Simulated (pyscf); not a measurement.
Single points on ωB97X-D3(BJ)/def2-SVP structures (PySCF, gas phase).

Question: Estimate the classical barrier height and the reaction energy of SnH₂ [singlet] + germane (GeH₄) + hydrogen (H₂) -> H₃Ge–SnH₃ + hydrogen (H₂) at ωB97M-D3(BJ)/def2-TZVP. The step runs on the singlet surface, breaks Ge–H, H–H and forms Ge–Sn, H–Sn, H–H; take the separated reactants as zero.

Answer: ΔE‡ = 37.6 kcal/mol, ΔE = -27.1 kcal/mol. Zero-point energy shifts the barrier by +2.9 kcal/mol. It is a multi-bond step, with an imaginary mode of 1313i cm⁻¹. On the reactant side the descent ends in a bound adduct, 8.9 kcal/mol under the separated species and 38.1 kcal/mol under the saddle at ωB97X-D3(BJ)/def2-TZVP. At ωB97X-D3(BJ)/def2-TZVP the barrier from the zero used here is 29.2 kcal/mol. This is the saddle that the search found; another between the same sides may lie lower. Elements up to Kr have no core potential and no relativistic terms here. Elements past Kr carry the def2 core potentials, without spin-orbit coupling.
